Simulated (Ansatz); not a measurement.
Ansatz (an electronic-structure program) input (PBE0/def2-TZVP):

Ansatz 0.2 input:
```yaml
crystal:
  periodic: [false, false, false]
  atoms:
    - {symbol: C, position_ang: [0.00329743, -0.68959053, 0.83425245]}
    - {symbol: C, position_ang: [-0.00671643, 0.63296015, 0.90078215]}
    - {symbol: C, position_ang: [0.00781639, -0.84964659, -0.66746692]}
    - {symbol: C, position_ang: [-0.00399140, 0.72131498, -0.62771037]}
    - {symbol: H, position_ang: [-0.01400541, 1.37887752, 1.67955288]}
    - {symbol: H, position_ang: [-0.87973595, -1.30934951, -1.10071269]}
    - {symbol: H, position_ang: [0.90403817, -1.29604212, -1.09676329]}
    - {symbol: H, position_ang: [0.89064925, 1.17483501, -1.05862435]}
    - {symbol: H, position_ang: [-0.90338201, 1.16145109, -1.06259646]}
basis:
  gaussian:
    orbitals: def2-TZVP
hamiltonian:
  xc: {name: PBE0}
magnetization: {spin_polarized: true, initial_magnetization: 1}
```

Output:

```
Functional definition: PBE0
integrals: 0.05 GiB planned
940 factors; their error is unknown
mean field: 0.75 GiB planned
mean field evaluation 1: about -4214.9076 eV, gradient 3.8e1 eV
mean field evaluation 2: about -4211.5652 eV, gradient 4.6e1 eV
mean field evaluation 4: about -4221.8352 eV, gradient 3.6e0 eV
mean field evaluation 8: about -4221.9035 eV, gradient 1.1e-1 eV
mean field evaluation 16: about -4221.8886 eV, gradient 4.5e-4 eV
mean field -4221.88856822 eV, -155.1515431833 hartree, gradient 2.5e-5 eV, S^2 0.760739; 0 other end points of the search recorded, 0 dependent functions left out
reference -4221.88859619 eV, -155.1515442112 hartree; 15, 14 occupied and 139, 140 virtual orbitals, 940 factors
Total energy: -4221.88859619 eV, -155.1515442112 hartree
```

It need not be the lowest isomer of its formula.
